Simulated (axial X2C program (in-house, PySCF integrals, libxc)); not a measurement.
## BF⁺: properties at the nuclei

Computed with an axial X2C code built on PySCF integrals: two-component X2C with atomic mean-field Coulomb and Gaunt terms, Gaussian nuclei, basis F dyall-av3z, B dyall-v3z with contracted cores.

R = 1.212 Å (near the PBE0 minimum at charge 1 of the determinant lowest at the starting distance; the state shown can have its own minimum elsewhere).

Determinant lowest in the PBE0 search, Ω = 1/2 (⟨Sz⟩ = 0.50, ⟨Lz⟩ = 0.00 at PBE0), spin on the atoms F 0.00, B 0.50:

| level | Eeff magnitude (GV/cm) | Ws magnitude F (kHz) | Ws magnitude B (kHz) | A∥/gI F (MHz) | qzz F (a.u.) | A∥/gI B (MHz) | qzz B (a.u.) |
| --- | --- | --- | --- | --- | --- | --- | --- |
| PBE0 | 0.0202 | 0.00729 | 0.00942 | 97 | 0.66 | 982 | -0.45 |
| HF | 0.0194 | 0.00638 | 0.00969 | 78.2 | 0.82 | 991 | -0.52 |
| BHandHLYP | 0.0213 | 0.0077 | 0.00987 | 92.3 | 0.71 | 1030 | -0.48 |
| r2SCAN | 0.0213 | 0.00823 | 0.00946 | 104 | 0.63 | 995 | -0.44 |
| BP86 | 0.0205 | 0.00739 | 0.00957 | 102 | 0.58 | 970 | -0.42 |

Eeff is the effective electric field on the electron electric dipole moment in this Ω state and Ws the scalar–pseudoscalar constant of the nucleus named (defined with the proton number Z and per Ω); A∥ (defined per Ω) follows by multiplying with gI = μI/(I μN); qzz is the electric field gradient, eQq0 = 234.96 MHz × Q/barn × qzz. The operators were transformed with the bare-nucleus X2C matrices; with these basis sets, hyperfine constants and field gradients can be off by tens of per cent, and where levels differ in sign neither size nor sign is settled.

(1) With gI(19F) = 5.2577, gI(11B) = 1.7924, Q(11B) = 0.04059 barn (g factors from the IAEA table of nuclear moments by Stone; Q from Pyykkö, Mol. Phys. 2018), turn the PBE0 values of the first state into constants in MHz.

Each state is one determinant with collinear spin. Unrestricted Hartree–Fock can overshoot spin polarisation at the nuclei. The search compared states at one distance, so a state with another bond length can lie lower.

## Answers

(1) A∥(19F) = 97 × 5.2577 = 510 MHz; A∥(11B) = 982 × 1.7924 = 1760 MHz; eQq0(11B) = 234.96 × (0.04059) × (-0.45) = -4.29 MHz.
